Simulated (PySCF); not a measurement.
AlSi⁻ from Hartree–Fock to correlated methods

State: ³Σ⁻ (triplet), unpaired electrons π ↑↑. Set-up: PySCF, spin-free X2C with a Gaussian nucleus, basis sets Al aug-cc-pVDZ-DK, Si aug-cc-pVDZ-DK. De refers to Al + Si⁻ in their high-spin ground configurations, without counterpoise correction. The functionals are run spin-unrestricted. A positive dipole points towards Si; it is taken about the centre of mass and depends on that origin.

```
      Level  Re (Å)  ωe (cm⁻¹)  De (eV)  μ (D)
        UHF   2.438        407      n/a  -0.58
    UHF-MP2   2.455        395     2.03    n/a
UHF-SCS-MP2   2.457        392      n/a    n/a
   UHF-CCSD   2.465        385     1.93    n/a
UHF-CCSD(T)   2.475        377     2.05    n/a
        PBE   2.477        367     2.49   0.13
       TPSS   2.466        376     2.45   0.16
     r²SCAN   2.450        387     2.41   0.21
       PBE0   2.448        390     2.40  -0.02
       MN15   2.418        394     2.52   0.05
     M06-2X   2.422        403     2.63  -0.31
```

Q: Which functional lies closest to UHF-CCSD(T) in De, which farthest, and by how much do they differ from it?

A: Closest is PBE0 (-2.7 pm in Re, +3.4 % in ωe, +0.35 eV in De against UHF-CCSD(T) in the same basis), farthest M06-2X (-5.3 pm in Re, +6.9 % in ωe, +0.58 eV in De). CCSD(T) converges more slowly with the basis than the functionals do and binds too weakly in this one, so the order can change at the basis-set limit.

Q: What does the step from GGA to meta-GGA do here, going from PBE to r²SCAN?

A: r²SCAN less PBE: -2.7 pm in Re, +5.4 % in ωe, -0.08 eV in De. 

Q: What does second-order correlation do here, going from UHF to UHF-MP2?

A: UHF-MP2 less UHF: +1.7 pm in Re, -2.9 % in ωe. Correlation nearly always deepens the well. The bond lengthens, as in strong covalent bonds, where excitations into antibonding orbitals dominate.

Correlated steps freeze 10 core orbitals. Correlated levels converge slowly with the basis: in double zeta they bind strong bonds too weakly, by up to about 1 eV, and carry superposition errors of some tenths. For an ion De counts to the pair picked by the measured ionisation energies or electron affinities, which need not be the lowest pair at this level. The highest Kohn–Sham level is positive in this anion. Much of that is self-interaction error, but it also means that the finite basis helps to hold the extra electron. The state was picked by a PBE0 search and need not be the measured ground state.

The whole job (state search and all levels along the bond) took about 2.6 min on 1 thread of Arm Neoverse V1 (shared host), peak memory 0.66 GiB.
